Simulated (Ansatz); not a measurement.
# Mo (model structure, started from the beta-Sn type, I4₁/amd, No. 141, 2 atoms in the cell)

The numbers are results of r²SCAN in Ansatz (PAW), not measurements.

Settings: plane-wave cutoff 500 eV, 30×30×30 k mesh, Fermi–Dirac smearing 0.1 eV, no spin polarisation, scalar-relativistic PAW data made under PBE.

Cell (relaxed at this level):

```cif
data_Mo2
_chemical_formula_sum 'Mo2'
_space_group_name_H-M_alt 'P 1'
_space_group_IT_number 1
_cell_length_a 3.79357
_cell_length_b 3.79357
_cell_length_c 3.79357
_cell_angle_alpha 96.929
_cell_angle_beta 96.929
_cell_angle_gamma 139.352
loop_
_space_group_symop_operation_xyz
  'x, y, z'
loop_
_atom_site_label
_atom_site_type_symbol
_atom_site_fract_x
_atom_site_fract_y
_atom_site_fract_z
_atom_site_occupancy
Mo1 Mo 0.75000 0.25000 0.50000 1
Mo2 Mo 0.00000 0.00000 0.00000 1
```

- band gap: zero (no gap)

Note: the relaxation could raise the start's symmetry but not lower it, so the cell can be a saddle point.

Spin–orbit coupling is not included.

Static lattice: no zero-point or thermal effects.

It cost around 17 core-minutes (rough) of CPU time.

A model structure was made by putting elements into a prototype or built by hand; it is no filed structure, need not be a known phase, and can be a saddle point held by its symmetry.

Ansatz is a first-principles code.
